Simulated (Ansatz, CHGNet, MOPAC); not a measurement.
## Elastic constant C11 of rock-salt SrO: levels of theory against measurement

Reference value: 175 GPa (measured, temperature not stated, not corrected to a static lattice; as tabulated in Oses et al. (2018), arXiv:1811.08464).

Problem. What do PM7 semi-empirical Hartree-Fock (MOPAC), CHGNet-r²SCAN, PBE, r²SCAN, HSE06 give, and how far is each from the reference?

Solution. 
```tsv
level (code)	value (GPa)	cell (Å³/atom)	difference (%)
PM7 semi-empirical Hartree-Fock (MOPAC)	677	12.39	+287
CHGNet-r²SCAN	171	17.26	-2.3
PBE (Ansatz)	160	17.52	-8.6
r²SCAN (Ansatz)	183	17.17	+4.6
HSE06 (Ansatz)	175	17.11	0.0
```

The reference's temperature isn't stated, so close values are not ranked against it. Off by more than 25 %, or 35 % on the side where a correction would as a rule narrow the miss (bounds picked here): PM7 semi-empirical Hartree-Fock (MOPAC) (+287 %).

The reference isn't brought to a static lattice, while the calculations are for one, so the differences are not the levels' errors alone. A static lattice is as a rule stiffer than a warm one, by over a tenth in soft solids.  PM7 semi-empirical Hartree-Fock (MOPAC): the relaxed volume lies over a fifth from the starting cell. PM7 semi-empirical Hartree-Fock (MOPAC): the method was fitted mainly to molecules. PM7 semi-empirical Hartree-Fock (MOPAC): the run uses a supercell at the zone centre in place of a k mesh. Each level is taken at its own relaxed cell. Cutoffs differ between the levels. Ansatz's density-functional and Hartree–Fock values are scalar-relativistic unless marked +SOC, with PAW data made under PBE.

Machine-learned potentials (CHGNet-r²SCAN) are trained on DFT data: a solid inside that data is no test of them.

Differences are worked out from the printed values.

Ansatz is a first-principles code.
